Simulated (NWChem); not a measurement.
Program: NWChem. System: C₃H₆O, charge 1, spin multiplicity 2, at the geometry of a parent with another charge or spin, in a state set for the comparison that need not be this species' ground state. Its SCF solution wasn't tested for a lower state. Level: UMP2/def2-TZVP, 4 core orbitals frozen.

The NWChem input:

```
start mol
memory heap 200 mb stack 900 mb global 1100 mb
charge 1
geometry units angstroms nocenter noautoz
  C     -1.279240    -0.116458    -0.610725
  C      0.000000     0.000000     0.185097
  C      1.279240     0.116458    -0.610725
  O      0.000000     0.000000     1.392075
  H     -1.242366    -0.994701    -1.274938
  H     -1.411423     0.766179    -1.256886
  H     -2.133020    -0.204660     0.072587
  H      2.133020     0.204660     0.072587
  H      1.411423    -0.766179    -1.256886
  H      1.242366     0.994701    -1.274938
  symmetry group C2
end
basis spherical
  * library def2-tzvp
end
scf
  uhf
  nopen 1
  maxiter 100
  thresh 1e-7
  semidirect memsize 60000000 filesize 0
  # guess.movecs holds the orbitals of an unrestricted PBE0 run
  vectors input guess.movecs output mol.movecs
end
mp2
  freeze core 4
end
task mp2 energy
```

NWChem printed:

```
             Northwest Computational Chemistry Package (NWChem) 7.3.0
             --------------------------------------------------------

                                NWChem Input Module
                                -------------------

 Scaling coordinates for geometry "geometry" by  1.889725989
 (inverse scale =  0.529177249)

 Turning off AUTOSYM since
 SYMMETRY directive was detected!

                             Geometry "geometry" -> ""
                             -------------------------

 Output coordinates in angstroms (scale by  1.889725989 to convert to a.u.)

  No.       Tag          Charge          X              Y              Z
 ---- ---------------- ---------- -------------- -------------- --------------
    1 C                    6.0000    -1.27924000    -0.11645800    -0.61072500
    2 C                    6.0000     0.00000000     0.00000000     0.18509700
    3 C                    6.0000     1.27924000     0.11645800    -0.61072500
    4 O                    8.0000     0.00000000     0.00000000     1.39207500
    5 H                    1.0000    -1.24236600    -0.99470100    -1.27493800
    6 H                    1.0000    -1.41142300     0.76617900    -1.25688600
    7 H                    1.0000    -2.13302000    -0.20466000     0.07258700
    8 H                    1.0000     2.13302000     0.20466000     0.07258700
    9 H                    1.0000     1.41142300    -0.76617900    -1.25688600
   10 H                    1.0000     1.24236600     0.99470100    -1.27493800

 Effective nuclear repulsion energy (a.u.)     119.4778323663

            Nuclear Dipole moment (a.u.)
            ----------------------------
        X                 Y               Z
 ---------------- ---------------- ----------------
     0.0000000000     0.0000000000     0.0000151178

      Symmetry information
      --------------------

 Group name             C2
 Group number              4
 Group order               2
 No. of unique centers     6

      Symmetry unique atoms

     1    2    4    5    6    7


 Summary of "ao basis" -> "" (spherical)
 ------------------------------------------------------------------------------
       Tag                 Description            Shells   Functions and Types
 ---------------- ------------------------------  ------  ---------------------
 *                         def2-tzvp                  on all atoms

 Summary of "ao basis" -> "ao basis" (spherical)
 ------------------------------------------------------------------------------
       Tag                 Description            Shells   Functions and Types
 ---------------- ------------------------------  ------  ---------------------
 C                         def2-tzvp                11       31   5s3p2d1f
 O                         def2-tzvp                11       31   5s3p2d1f
 H                         def2-tzvp                 4        6   3s1p

                                 NWChem SCF Module
                                 -----------------

  ao basis        = "ao basis"
  functions       =   160
  atoms           =    10
  alpha electrons =    16
  beta  electrons =    15
  charge          =   1.00
  wavefunction    = UHF
  use symmetry    = T
  symmetry adapt  = T

 Summary of "ao basis" -> "ao basis" (spherical)
 ------------------------------------------------------------------------------
       Tag                 Description            Shells   Functions and Types
 ---------------- ------------------------------  ------  ---------------------
[...]
    4 O    8     3.47   0.40  0.59  0.29  0.48  0.15  0.64  0.69  0.20  0.00  0.02  0.00
    5 H    1     0.40   0.13  0.23  0.03  0.01
    6 H    1     0.40   0.13  0.23  0.03  0.01
    7 H    1     0.41   0.13  0.24  0.03  0.01
    8 H    1     0.41   0.13  0.24  0.03  0.01
    9 H    1     0.40   0.13  0.23  0.03  0.01
   10 H    1     0.40   0.13  0.23  0.03  0.01

   Mulliken analysis of the spin density
   -------------------------------------

    Atom       Charge   Shell Charges
 -----------   ------   -------------------------------------------------------
    1 C    6     0.12   0.00 -0.00  0.01  0.01 -0.00  0.05  0.05  0.01 -0.00 -0.00  0.00
    2 C    6    -0.23  -0.00  0.00 -0.01 -0.04 -0.01 -0.07 -0.10 -0.02  0.01  0.02  0.00
    3 C    6     0.12   0.00 -0.00  0.01  0.01 -0.00  0.05  0.05  0.01 -0.00 -0.00  0.00
    4 O    8     1.02   0.00 -0.00  0.03  0.03 -0.01  0.49  0.43  0.06 -0.00 -0.00 -0.00
    5 H    1    -0.00  -0.00 -0.00 -0.00  0.00
    6 H    1    -0.00  -0.00 -0.00 -0.00  0.00
    7 H    1    -0.01  -0.00 -0.00  0.00  0.00
    8 H    1    -0.01  -0.00 -0.00  0.00  0.00
    9 H    1    -0.00  -0.00 -0.00 -0.00  0.00
   10 H    1    -0.00  -0.00 -0.00 -0.00  0.00

       Multipole analysis of the density wrt the origin
       ------------------------------------------------

     L   x y z        total         alpha         beta         nuclear
     -   - - -        -----         -----         ----         -------
     0   0 0 0      1.000000    -16.000000    -15.000000     32.000000

     1   1 0 0      0.000000      0.000000     -0.000000      0.000000
     1   0 1 0     -0.000000     -0.000000      0.000000      0.000000
     1   0 0 1     -0.645887     -1.451006      0.805104      0.000015

     2   2 0 0    -11.166636    -70.282534    -68.757433    127.873330
     2   1 1 0      0.402163     -5.168172     -5.034228     10.604563
     2   1 0 1     -0.000000     -0.000000      0.000000     -0.000000
     2   0 2 0    -15.626714    -13.924235    -13.842104     12.139625
     2   0 1 1      0.000000      0.000000     -0.000000      0.000000
     2   0 0 2    -14.197173    -58.085601    -51.121039     95.009468

                   NWChem MP2 Semi-direct Energy/Gradient Module
                   ---------------------------------------------

  Basis functions       =    160
  Molecular orbitals    =    160
  Frozen core           =      4
  Frozen virtuals       =      0
  Active alpha occupied =     12
  Active beta occupied  =     11
  Active alpha virtual  =    144
  Active beta virtual   =    145
  Use MO symmetry       = T
  Use skeleton AO sym   = T

  AO/Fock/Back tols     =   1.0D-09  1.0D-09  1.0D-09

 GA uses MA = F    GA memory limited = T

 Available:
  local mem=  1.26D+08
 global mem=  1.44D+08
 local disk=  0.00D+00
  mp2_memr nvloc                   144
  nvloc new                   144
   1 passes of  12:        5242880                     138589                  74735216.
   1 passes of  12: M    126150916           G      144128000           F     120908036.

 Semi-direct pass number   1 of   1  for UHF alpha       at       10.9s
  vrange nnbf                 12713
  mp2_eaftype                   285  avail_ma_in_mb                  1099
 EAF : mp2_eaftype filesize         285   37367608.
  mp2_eaf for mointskh                    285
Node 0 wrote    175.7 Mb in      0.0 s     Agg I/O rate:  7278.9 Mb/s
 Done moints_semi at       17.2s
  mp2_eaftype                   285  avail_ma_in_mb                   814
 EAF : mp2_eaftype filesize         285   37367608.
  mp2_eaf for kh                   285
 Done maket at       17.6s
 Done multipass loop at       17.6s

 GA uses MA = F    GA memory limited = T

 Available:
  local mem=  1.26D+08
 global mem=  1.44D+08
 local disk=  0.00D+00
  mp2_memr nvloc                   145
  nvloc new                   145
   1 passes of  11:        5242880                     131942                  68986398.
   1 passes of  11: M    126150916           G      144128000           F     120908036.

 Semi-direct pass number   1 of   1  for UHF beta        at       17.6s
  vrange nnbf                 12713
  mp2_eaftype                   263  avail_ma_in_mb                  1099
 EAF : mp2_eaftype filesize         263   34493199.
  mp2_eaf for mointskh                    263
Node 0 wrote    162.2 Mb in      0.0 s     Agg I/O rate:  5503.0 Mb/s
 Done moints_semi at       23.7s
  mp2_eaftype                   263  avail_ma_in_mb                   836
 EAF : mp2_eaftype filesize         263   34493199.
  mp2_eaf for kh                   263
 Done maket at       24.0s
 Done multipass loop at       24.0s

          -------------------------------------------
          SCF energy                -191.731697919656
          Correlation energy          -0.655947644544
          Singlet pairs                0.000000000000
          Triplet pairs                0.000000000000
          Total MP2 energy          -192.387645564200
          -------------------------------------------

          ---------------------------------------------------
                    Spin Component Scaled (SCS) MP2
          Same spin pairs                     -0.153106636568
          Same spin scaling factor             0.333333333333
          Opposite spin pairs                 -0.502841007976
          Opposite spin scaling fact.          1.200000000000
          SCS-MP2 correlation energy          -0.654444755094
          Total SCS-MP2 energy              -192.386142674750
          ---------------------------------------------------

 -----------------------
 Performance information
 -----------------------

 Timer overhead =  1.31D-07 seconds/call

               Nr. of calls         CPU time (s)                 Wall time (s)                GFlops
             ---------------    -------------------     ------------------------------   -------------------
Name         Min   Avg   Max    Min     Avg     Max     Min     Avg     Max   Mx/calls   Min     Max     Sum
mp2: moin     2     2     2    12.     12.     12.      12.     12.     12.     6.2      0.0     0.0     0.0
mp2: make     2     2     2   0.66    0.66    0.66     0.66    0.66    0.66    0.33      0.0     0.0     0.0
mp2: tota     1     1     1    13.     13.     13.      13.     13.     13.     13.      0.0     0.0     0.0

 The average no. of pstat calls per process was 5.00D+00
 with a timing overhead of 6.57D-07s

 Task  times  cpu:       24.0s     wall:       24.0s

 Total times  cpu:       24.0s     wall:       24.0s
```
